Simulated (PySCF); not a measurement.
**Working out the electron affinity of P**

P⁻ [Ne] 3s2 3p4 (3P) → P [Ne] 3s2 3p3 (4S). All numbers are calculated (PySCF 2.14, the non-relativistic Hamiltonian (point nucleus), in dyall-av3z (19s12p3d2f, 84 functions)). Frozen: [Ne]; the 26 highest virtual orbitals dropped. Energies in hartree (1 hartree = 27.21139 eV):

```tsv
part	P⁻ (lower)	P (upper)
UHF	-340.707007	-340.718958
CCSD correlation	-0.134184	-0.102173
(T)	-0.006532	-0.004003
```

Problem. What does Hartree-Fock give?

Solution. (-340.718958) − (-340.707007) = -0.011951 hartree = -0.325 eV.

Problem. What do CCSD and CCSD(T) give?

Solution. The CCSD correlation energies differ by 0.032011 hartree = 0.871 eV and the triples by 0.002529 hartree = 0.069 eV, so CCSD gives 0.546 eV and CCSD(T) 0.615 eV.

A first-order spin-orbit estimate adds 0.012 eV to CCSD(T) (valence), giving 0.627 eV against 0.747 eV (measured; photodetachment measurements, as compiled on the Wikipedia data page of electron affinities).

What remains against the reference includes basis incompleteness, the frozen core and higher excitations.
